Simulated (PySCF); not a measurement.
## Core binding energy against partial charge

C₄H₇S (charge -1).
SMILES with atom numbers: `[CH3:1]/[CH:2]=[C:3](\[CH3:4])[S-:5]`

Geometry (PBE0-D3(BJ)/def2-SVP, Å), atoms numbered from 1 in this order:
```xyz
12
C4H7S angstrom
C      1.5391   -0.7792   -0.3216
C      0.6437    0.4199   -0.2002
C     -0.7191    0.3639   -0.1058
C     -1.3630   -1.0134   -0.1381
S     -1.7821    1.7193    0.0490
H      1.2146   -1.4915   -1.1073
H      1.6153   -1.3883    0.6075
H      2.5718   -0.4835   -0.5766
H      1.1127    1.4091   -0.1653
H     -1.1465   -1.5461   -1.0846
H     -2.4512   -0.9104   -0.0354
H     -0.9880   -1.6639    0.6756
```

Binding energies: PySCF 2.14.0, delta-SCF UKS SCAN, pcX-2 on the ionised atom, pcseg-1 elsewhere, spin-free X2C. Charges: PBE0/pcSseg-1 ground-state density, for the ionised atom.

| atom | environment | C 1s (eV) | Mulliken (e) | IAO (e) | Hirshfeld (e) | ESP (e) |
| --- | --- | --- | --- | --- | --- | --- |
| C2 | carbon bonded to 2 C and H | 284.14 | -0.223 | -0.295 | -0.155 | -0.205 |
| C3 | fully substituted alkene carbon | 285.32 | -0.308 | -0.074 | -0.049 | +0.044 |
| C4 | allylic carbon | 286.00 | -0.203 | -0.414 | -0.143 | -0.162 |
| C1 | allylic carbon | 286.45 | -0.240 | -0.401 | -0.139 | -0.224 |

Problem. Give the correlation coefficient and slope of binding energy on charge for each scheme.

Solution. Mulliken: r = 0.05, slope 1.1 eV per e; Hirshfeld: r = 0.03, slope 0.6 eV per e; ESP: r = -0.10, slope -0.8 eV per e; IAO: r = -0.42, slope -2.7 eV per e. On 4 points no scheme stands out.

Problem. The point-charge model writes a binding energy as kq + V + constant, with V the potential of the other atoms' charges at the site. What does it give with the Hirshfeld charges?

Solution. V = Σ 14.40 eV Å × q/r over all other atoms: -5.38 eV at C2, -8.23 eV at C3, -4.45 eV at C4, -3.90 eV at C1. Fitting binding energy − V to q gives k = 35.7 eV per e and leaves an rms residual of 0.18 eV, against 0.87 eV for the fit on q alone. The model has no term for differences in relaxation between sites.

The unrestricted hole states depart most from a pure doublet (⟨S²⟩ = 0.75; over 0.85 named) for C 1s of C3 (0.94), which makes this value less certain. The species carries charge -1, so core ionisation leaves a neutral species. The basis sets have no added diffuse functions. Isolated species at its PBE0-D3(BJ)/def2-SVP geometry, gas phase. The geometry's basis has no diffuse functions, a weakness for an anion.
